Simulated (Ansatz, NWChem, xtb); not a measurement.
# How methods differ on SiH2SF (SMILES F[SiH]S)

The species is SiH2SF (5 atoms), meant as a doublet with charge 0. SMILES: `F[SiH]S`. The coordinates come from a PBE0-D4/def2-TZVP relaxation. This is one conformer, not always the lowest.

Each level gives the electronic atomisation energy (eV). The values are calculated. Electronic energies at fixed atoms, without zero-point motion or spin-orbit coupling.

```json
{"level": "GFN2-xTB", "kind": "semi-empirical", "program": "xtb", "value (eV)": "17.00", "CPU time (all runs)": "under 2 s"}
{"level": "GFN0-xTB", "kind": "semi-empirical", "program": "xtb", "value (eV)": "16.59", "CPU time (all runs)": "under 2 s"}
{"level": "GFN1-xTB", "kind": "semi-empirical", "program": "xtb", "value (eV)": "23.41", "CPU time (all runs)": "under 2 s"}
{"level": "UHF/STO-3G", "kind": "Hartree–Fock", "program": "Ansatz", "value (eV)": "12.11", "CPU time (all runs)": "0.31 s"}
{"level": "U-revPBE/STO-3G", "kind": "GGA", "program": "Ansatz", "value (eV)": "18.08", "CPU time (all runs)": "3.8 s"}
{"level": "UBLYP/STO-3G", "kind": "GGA", "program": "Ansatz", "value (eV)": "18.38", "CPU time (all runs)": "3.8 s"}
{"level": "UPBE/STO-3G", "kind": "GGA", "program": "Ansatz", "value (eV)": "18.67", "CPU time (all runs)": "3.8 s"}
{"level": "U-r2SCAN/STO-3G", "kind": "meta-GGA", "program": "Ansatz", "value (eV)": "18.08", "CPU time (all runs)": "12 s"}
{"level": "UTPSSh/aug-cc-pVDZ", "kind": "hybrid meta-GGA", "program": "NWChem", "value (eV)": "15.43", "CPU time (all runs)": "65 s"}
{"level": "U-r2SCAN0/STO-3G", "kind": "hybrid meta-GGA", "program": "Ansatz", "value (eV)": "17.25", "CPU time (all runs)": "10 s"}
```

The values span 12.11 to 23.41 eV. The xTB rows lack spin polarisation, so open shells miss the exchange term that lowers them. Times are those of the runs behind each value, whatever else they computed, on shared processors of several kinds: orders of magnitude only.
